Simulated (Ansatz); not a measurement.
Pulling on the C2–H7 bond in ethylamine (SMILES CCN) (multiplicity 1 held, fragments rigid). Energies count from the point at 1.100 Å.
Geometry at that point (charge 0, multiplicity 1):
```
atom    x (Å)    y (Å)    z (Å)
----  -------  -------  -------
C      1.1861   0.4430   0.0237
C      0.0450  -0.5535  -0.1092
N     -1.2459   0.1305  -0.0024
H      2.1525  -0.0515  -0.0904
H      1.1004   1.2249  -0.7322
H      1.1724   0.9221   1.0066
H      0.1770  -1.3559   0.6321
H      0.0874  -1.0265  -1.0938
H     -2.0124  -0.5243  -0.1037
H     -1.3426   0.5604   0.9113
```

Unrestricted levels (U-) break spin symmetry where that is lower. Active spaces are followed from a long bond inwards. Levels need not reach the same state.

Correlated levels freeze the cores.

Codes used: Ansatz (Gaussian basis) for Hartree–Fock, density functionals and correlated methods. Each number belongs to the level named beside it.

Q: What is the computed energy at R = 3.521 Å (U-CCSD/cc-pVDZ)?

A: 414 kJ/mol

Doubts at one or more of the structures used: a spin-contaminated determinant (U-CCSD/cc-pVDZ).

Ansatz is a quantum-chemistry and plane-wave program.
